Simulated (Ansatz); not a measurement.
Input for Ansatz (development build ahead of 0.2.0):

```yaml
crystal:
  periodic: [false, false, false]
  atoms:
    - { symbol: C, position_ang: [0.0, 0.00432, -0.7218] }
    - { symbol: C, position_ang: [0.0, -0.00432, 0.7218] }
    - { symbol: C, position_ang: [0.0, 1.32352, -1.64932] }
    - { symbol: C, position_ang: [0.0, -1.32352, 1.64932] }
    - { symbol: H, position_ang: [0.0, -1.03805, -1.28942] }
    - { symbol: H, position_ang: [0.0, 1.03805, 1.28942] }
    - { symbol: H, position_ang: [0.0, 2.31777, -0.99839] }
    - { symbol: H, position_ang: [0.95372, 1.35166, -2.36317] }
    - { symbol: H, position_ang: [-0.95372, 1.35166, -2.36317] }
    - { symbol: H, position_ang: [0.0, -2.31777, 0.99839] }
    - { symbol: H, position_ang: [0.95372, -1.35166, 2.36317] }
    - { symbol: H, position_ang: [-0.95372, -1.35166, 2.36317] }
basis:
  gaussian: { orbitals: def2-TZVP }
hamiltonian:
  xc: hf
```

The input is written out in the form of the current development build from the run's settings.

Output:

| Item | Value |
| --- | --- |
| Converged | yes |
| Total energy | -156.08713 hartree |
| Spin squared of the determinant | 0.000 |

Caution: no unrestricted run beside it, a lower state can exist.
